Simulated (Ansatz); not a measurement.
Rock-salt ZrC was calculated with PBE-D3(BJ) (Ansatz, a program for electronic structure, PAW).

Settings: plane-wave cutoff 520 eV, 20×20×20 k mesh, Fermi–Dirac smearing 0.05 eV, scalar-relativistic PAW data made under PBE.

Energies at three volumes about the minimum:

```tsv
V (Å³/atom)	E − E_lowest (meV/atom)
12.499	3.87
12.754	0.00
13.009	3.55
```

Question: Fit a parabola by hand: where is the minimum, what lattice constant follows, and what is the bulk modulus?

Answer: Slopes: (0.00 − 3.87)/(12.754 − 12.499) = -15.176 and (3.55 − 0.00)/(13.009 − 12.754) = 13.922 meV/Å³. Curvature E″ = 2 × (13.922 − (-15.176))/(13.009 − 12.499) = 114.110 meV/Å⁶. From the middle of the first interval, the slope vanishes at V0 = 12.6265 − (-15.176)/114.110 = 12.759 Å³/atom. B = V0 E″ = 12.759 × 114.110 meV/Å³ × 0.1602 GPa per meV/Å³ = 233 GPa. With 8 atoms in the cube, a = (8 × 12.759)^(1/3) = 4.673 Å. The full Birch–Murnaghan fit to all volumes gives V0 = 12.755 Å³/atom and B0 = 232 GPa.

Measured, for comparison: bulk modulus 223 GPa (temperature not stated, not corrected to a static lattice, from single-crystal elastic constants, our sources range from 208 to 223; as tabulated in arXiv:1102.4063); lattice constant a 4.696 Å (temperature not stated, not corrected to a static lattice; as tabulated in Zhang et al. (2018), doi:10.1088/1367-2630/aac7f0). Computed (rounded) less measured: bulk modulus +4 % (+4 % to +12 % over the range). A static lattice is as a rule a little smaller and stiffer than an uncorrected measurement, which narrows the difference in the bulk modulus and would widen misses of the other sign.
